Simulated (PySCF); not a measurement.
# Gas-phase XPS of NO+, computed

Compound: NO+, NO (charge +1).
Geometry (GFN2-xTB, Å), atoms numbered from 1 in this order:
```xyz
2
NO angstrom
N      0.527   -0.003   -0.003
O     -0.525    0.004   -0.011
```

Computed with delta-SCF UKS SCAN, pcX-2 on the ionised atom, pcseg-1 elsewhere, spin-free X2C in PySCF. These are vertical core ionisation energies against the vacuum level, from separate self-consistent calculations with and without the core hole.

What binding energy does each computed site have?

```tsv
atom(s)	bonded to	level	binding energy (eV)	count
N1	O (triple bond)	N 1s	426.03	1
O2	N (triple bond)	O 1s	558.26	1
```

Which effective nuclear charge Zeff reproduces each element's mean 1s value in the hydrogen-like formula E = 13.606 eV × Zeff²?

N (Z = 7): mean 426.0 eV, Zeff = 5.60, Z − Zeff = 1.40; O (Z = 8): mean 558.3 eV, Zeff = 6.41, Z − Zeff = 1.59. Means run over the listed sites, weighted by atom count.

Which photon wavelength matches the O 1s of O2 (atom 2) threshold?

λ = hc/E = 12398.42 eV Å / 558.26 eV = 22.209 Å.

The species carries charge +1, so core ionisation leaves charge +2. Geometry: GFN2-xTB; no solvent, vibrations or thermal averaging.
